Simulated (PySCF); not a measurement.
4-methylthiazole, C₄H₅NS.
Atom-mapped SMILES: `[CH3:1][c:2]1[cH:3][s:4][cH:5][n:6]1` (hydrogens: H7, H8, H9 on C1; H10 on C3; H11 on C5)

Geometry (GFN2-xTB, Å), atoms numbered from 1 in this order:
```
atom  x, y, z in Å
C1    -1.667   -0.101    0.014
C2    -0.182    0.006    0.001
C3     0.549    1.145    0.148
S4     2.235    0.808    0.070
C5     1.822   -0.864   -0.157
N6     0.569   -1.117   -0.169
H7    -2.119    0.876    0.159
H8    -2.012   -0.525   -0.927
H9    -1.981   -0.768    0.814
H10    0.205    2.149    0.296
H11    2.586   -1.606   -0.274
```

Method used: TDDFT PBE0/def2-SVPD, vertical, gas phase, core orbitals frozen in the response in PySCF.

Ground-to-excited transition dipoles (e·a0, same axes as the geometry; the sign carries no meaning), for the states with f of 0.002 or more among the lowest 8:

```tsv
state	E (eV)	μx	μy	μz
S2	5.577	-0.060	-0.703	-0.097
S4	6.478	0.388	-0.224	-0.038
S5	6.767	0.000	0.022	-0.163
S6	6.907	-0.001	0.015	-0.111
S7	6.986	-0.196	0.328	0.049
S8	7.119	-0.003	0.016	-0.115
```

Q: What oscillator strength does each state have?

A: f = (2/3) ΔE |μ|² with ΔE in hartree (27.2114 eV).

```
state  |μ|² (au)  |μ| (D)      f
   S2      0.508     1.81  0.069
   S4      0.202     1.14  0.032
   S5      0.027     0.42  0.005
   S6      0.013     0.28  0.002
   S7      0.148     0.98  0.025
   S8      0.014     0.30  0.002
```

Q: What is the point group, and which symmetry does each of these states have?

A: Cs. The ground state is totally symmetric, so the direction of μ fixes the label. Polarised normal to the mirror plane, so A″: S5, S6 and S8. Polarised in the mirror plane, so A′: S2, S4 and S7.

Q: Which bond between heavy atoms lies closest to the direction of the S2 transition dipole?

A: S4–C5, at 9° from it; next C2–C3 at 28°.

Q: What angle do the transition dipoles of S4 and S7 make?

A: |cos θ| = |μa·μb| / (|μa| |μb|) = 0.87, so θ ≈ 29° (taken between 0 and 90°, since the signs are arbitrary).

Q: How is the summed strength of these states shared among x, y and z?

A: (2/3) Σ ΔE μα² gives 0.031 for x, 0.094 for y and 0.011 for z, 0.136 in all.

Q: What peak molar absorption coefficient would the strongest computed level give as a lone Gaussian band 0.4 eV wide at half height?

A: ε(max) = 2.175×10⁸ f / FWHM, with the width in cm⁻¹. S2: 2.175×10⁸ × 0.0694 / 3226 ≈ 4700 L mol⁻¹ cm⁻¹.
